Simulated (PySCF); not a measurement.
## Exact simulation of a proton spin system

Molecule: `FC(CF)(F)F`, C2H2F4.

Bonds (- single, = double, # triple, : aromatic): F1-C2 1.358 Å, C2-C3 1.531 Å, C3-F4 1.333 Å, C3-F5 1.333 Å, C3-F6 1.342 Å. C2 carries H7, H8.

One conformer, no solvent, rapidly exchanging positions averaged, relativity neglected. J couplings at B3LYP/pcJ-1; shielding tensors at PBE0/pcSseg-1 (GIAO); GFN2-xTB geometry; PySCF 2.14.

Shifts are taken against calculated references (same method and geometry level): $^{1}$H (σref 31.72) against TMS.

Shifts (ppm): F1 -269.6, F4/F5/F6 -93.2, H7/H8 4.91.
Couplings (Hz): F1–F4, F1–F5, F1–F6: -22.5; F1–H7, F1–H8: 52.1; F4–F5, F4–F6, F5–F6: 71.6; F4–H7, F4–H8, F5–H7, F5–H8, F6–H7, F6–H8: 7.7; H7–H8: -10.3.

The 6-spin Hamiltonian (Zeeman plus full scalar coupling among like nuclei) was diagonalised exactly; lines are Lorentzian, 0.7 Hz wide, and the maxima above 3 % are listed with the tallest set to 100.

(1) Give the $^{1}$H peak list of this spin system at 80 MHz.

(2) And at 500 MHz?

Results:

(1) 
δ in ppm (height): 5.380 (34), 5.284 (100), 5.188 (100), 5.091 (34), 4.729 (34), 4.633 (100), 4.536 (100), 4.440 (34)

(2) 
| Hz | ppm | height |
| --- | --- | --- |
| 2492.6 | 4.985 | 34 |
| 2484.9 | 4.970 | 100 |
| 2477.2 | 4.954 | 100 |
| 2469.5 | 4.939 | 34 |
| 2440.5 | 4.881 | 34 |
| 2432.8 | 4.866 | 100 |
| 2425.1 | 4.850 | 100 |
| 2417.4 | 4.835 | 34 |
